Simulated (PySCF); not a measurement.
## CN2, triplet: data card

Computed with UPBE/[C def2-TZVP, N def2-TZVP], no relativity, density fitting, PySCF.

The structure is a minimum.

| Item | Value |
| --- | --- |
| Point group | D∞h |
| Bond lengths | C–N 1.235 Å (×2) |
| Bond angles | N–C–N 180.0° |
| Enthalpy at 298.15 K above 0 K | 10.20 kJ/mol |
| Principal polarisabilities | 15.0, 15.0, 38.0 bohr³ |
| Zero-point energy | 22.2 kJ/mol |
| Atomisation energy without zero-point energy | 1368 kJ/mol |
| Spin squared ⟨S²⟩ | 2.031 |
| Heat capacity Cp at 298.15 K | 41.8 J/(mol K) |
| Highest occupied level (α) | -8.24 eV |
| Dipole moment | 0.00 D |
| Rotational constants | 0.3947 cm⁻¹ |
| Entropy at 298.15 K and 1 bar (electronic part: spin only) | 226.0 J/(mol K) |
| Rotational symmetry number | 2 |
| Lowest empty level (β) | -6.15 eV |
| Principal quadrupole moments (Buckingham, traceless) about the centre of mass | -4.80, 2.40, 2.40 D Å |

Harmonic modes (masses in u: C 12.000, N 14.003):
```csv
symmetry,ω (cm⁻¹),"IR (km/mol, summed over degenerate members)"
πu,430,37.5
σg+,1240,0.0
σu+,1617,158
```

In D∞h the vibrations span πu + σg+ + σu+. The σg+ mode carries no infrared intensity, as symmetry demands. With a centre of inversion only u modes can be infrared active and only g modes Raman active.

Charges (e):
```
atom  Mulliken  Löwdin  polar tensor  spin (Mulliken)  Mayer order to C1
  C1      0.05   -0.36         -0.12            -0.26                  –
N2,3     -0.02    0.18          0.06             1.13               2.09
```
Other Mayer orders above 0.3: N–N 0.31.

Mulliken populations on C1: s 3.05, p 2.81, d 0.08, f 0.02.

Only a few start shapes were tried, so a lower isomer may exist.

The final relaxation and frequency run took 17 s on 4 threads of a shared Arm Neoverse V1 host, with 93 basis functions and 6 gradients; the process peaked at 0.78 GiB. Launch command: `OMP_NUM_THREADS=4 python axn.py task.json out`.
